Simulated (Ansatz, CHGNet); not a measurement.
## Elastic constant C11 of B20 (FeSi-type) FeSi: levels of theory against measurement

Reference value: 317 GPa (measured, temperature not stated, no zero-point or thermal correction; as tabulated in S\"ule et al. (2014), arXiv:1401.1310).

| level (code) | value (GPa) | cell (Å³/atom) | difference (%) |
|---|---|---|---|
| CHGNet 0.3.0 | 139 | 10.95 | -56 |
| LDA (Ansatz) | 437 | 10.42 | +38 |
| PBE (Ansatz) | 384 | 11.00 | +21 |
| HSE06 (Ansatz) | 480 | 10.51 | +51 |
| PBE0 (Ansatz) | 487 | 10.50 | +54 |

The reference's temperature isn't stated, so close values are not ranked against it. Off by more than 25 %, or 35 % on the side where a correction would as a rule narrow the miss (bounds picked here): CHGNet 0.3.0 (-56 %), PBE0 (+54 %), HSE06 (+51 %), LDA (+38 %).

The measured value isn't corrected to a static lattice, so vibrations enter the comparison. A static lattice is as a rule stiffer than a warm one, by over a tenth in soft solids. The crystal itself was run without spin with LDA, PBE, HSE06, PBE0; a magnetic state was not tried in these runs. Each level is taken at its own relaxed cell. K meshes differ between the levels. Ansatz's density-functional and Hartree–Fock values are scalar-relativistic unless marked +SOC, with PAW data made under PBE.

Machine-learned potentials (CHGNet 0.3.0) are trained on DFT data: a solid inside that data is no test of them.

Differences are worked out from the printed values.

Ansatz is a first-principles code.
